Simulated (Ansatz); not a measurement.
Born–Oppenheimer molecular dynamics of C2H3N + CH3NO (12 atoms, charge 0, multiplicity 1). It starts from a relaxed structure.

Theory: UKS B3LYP/STO-3G (Ansatz 0.2.0).

```json
{"ensemble": "NVT, Langevin thermostat", "time step": "0.5 fs", "steps asked": "400", "set temperature": "100 K", "friction": "0.001 /fs", "temperature schedule": "100 steps to 100 K, then 300 steps to 300 K", "seed": "386481"}
```

First frame:

```xyz
12
Properties=species:S:1:pos:R:3
C 0.216 -0.009 -1.876
C -1.166 0.253 -1.386
N -2.208 0.447 -0.828
H 0.864 -0.134 -0.946
H 0.239 -0.928 -2.485
H 0.576 0.838 -2.483
N -0.470 -0.048 1.709
C 0.928 -0.179 1.607
O 1.603 -0.256 0.540
H -1.079 0.129 0.876
H -0.892 0.128 2.642
H 1.390 -0.240 2.630
```

Question: How far do the bonds stretch over the last three quarters of this one trajectory? (Pairs bonded in most of those frames.)

Answer: 
```tsv
bond	mean (Å)	spread (Å)	shortest	longest
C1–C2	1.491	0.009	1.47	1.51
C1–H4	1.139	0.010	1.11	1.16
C1–H5	1.103	0.008	1.09	1.12
C1–H6	1.104	0.012	1.08	1.12
C2–N3	1.198	0.004	1.19	1.21
N7–C8	1.410	0.013	1.38	1.44
N7–H10	1.047	0.007	1.03	1.07
N7–H11	1.039	0.011	1.02	1.06
C8–O9	1.264	0.007	1.25	1.28
C8–H12	1.125	0.022	1.09	1.16
```

Mean temperature of the second half: 61 K. The schedule's set-point averaged 233 K over the second half and the system 61 K, so it lags behind the ramp. A run of 0.2 ps of so small a system gives no equilibrium averages. Limits of this set-up: minimal basis.

Run time: 12 min on 1 thread of Intel(R) Xeon(R) 6975P-C (Granite Rapids), with other jobs on the host, peak memory 0.21 GiB.
